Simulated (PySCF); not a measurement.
H2O, SMILES O (connectivity only; charge and spin as stated), charge +1, multiplicity 2. Atoms are numbered in the order given.

```xyz
3

O      0.0000     0.0000    -0.1189
H      0.0000    -0.8260     0.4754
H      0.0000     0.8260     0.4754
```
Charge +1, spin multiplicity 2.

Coordinates come from a PBE-D3(BJ)/def2-TZVPD optimisation. The multiplicity is an assumed one; other spin states were not compared.

These are PySCF 2.14.0 with PBE-D3(BJ)/def2-TZVPD values and carry that method's errors.

Frequencies are harmonic and unscaled.

```csv
mode,ν (cm⁻¹),IR (km/mol),moving atoms (share of kinetic energy)
1,1422,158.2,H 92 %
2,3221,101.4,H 96 %
3,3267,411.5,H 92 %
```
